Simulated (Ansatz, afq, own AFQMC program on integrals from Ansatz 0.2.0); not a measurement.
**GeH2, singlet in cc-pVTZ, levels against CCSDT(Q)**

```yaml
atoms:
  - { symbol: Ge, position_ang: [0.0000, -0.0303, 0.0000] }
  - { symbol: H, position_ang: [0.0000, 1.0906, -1.1335] }
  - { symbol: H, position_ang: [0.0000, 1.0906, 1.1335] }
```

Basis cc-pVTZ. Noble-gas cores (and the filled d shells of Ga–Kr and In–Xe) are frozen. AFQMC by an in-house program on the Cholesky factors that Ansatz 0.2.0 writes for its CCSD(T) run. The CISD trial takes its coefficients from CCSD amplitudes. Released means that phaseless walkers are propagated on without the constraint, phases kept. Uncertainties: one standard error, sampling alone. No spin–orbit coupling.

Determinant: RHF, the one that the program's search chose, which needn't be the lowest solution. The geometry is a PBE0/def2-TZVP stationary point of this or a neighbouring charge and spin state.

No full CI on the walks' own integrals is used here; CCSDT(Q) serves as the reference and is uncertain by about the last step of the cluster series.

Cautions: no relativity below Rb; no spin-orbit coupling; inner d shell frozen; restricted determinant unstable towards unrestricted (UHF 35 meV lower, ⟨S²⟩ 0.26).

* T1 diagnostic: 0.0129
* weight of the determinant in the CISD state: 0.911
* size of the correlated space: 6 electrons in 57 orbitals

Reference: CCSDT(Q), correlation energy -3.605 eV. The released energy is read at 2.40 1/Eh (meV from the phaseless value at times in 1/Eh: 3 ± 7 at 0.24, 2 ± 6 at 0.51, -4 ± 6 at 0.99, 5 ± 6 at 1.62, -11 ± 9 at 2.40).

| level | E − E(reference) (kcal/mol) | share of correlation (%) |
| --- | --- | --- |
| HF | 83.14 | 0.00 |
| MP2 | 18.26 | 78.03 |
| CCSD | 2.50 | 96.99 |
| CCSD(T) | 0.48 | 99.43 |
| CCSDT | 0.07 | 99.91 |
| ph-AFQMC/HF | -0.43 ± 0.75 | 100.51 |
| ph-AFQMC/CISD | -0.25 ± 0.18 | 100.30 |
| released AFQMC | -0.50 ± 0.20 | 100.60 |

A walk keeps the symmetry of its determinant, which the program's search chose and which needn't be the lowest solution, so a lower state of the same spin and another symmetry isn't excluded. Released energies are given only where the last usable release times agree within the noise; a slower fall can still hide under it.
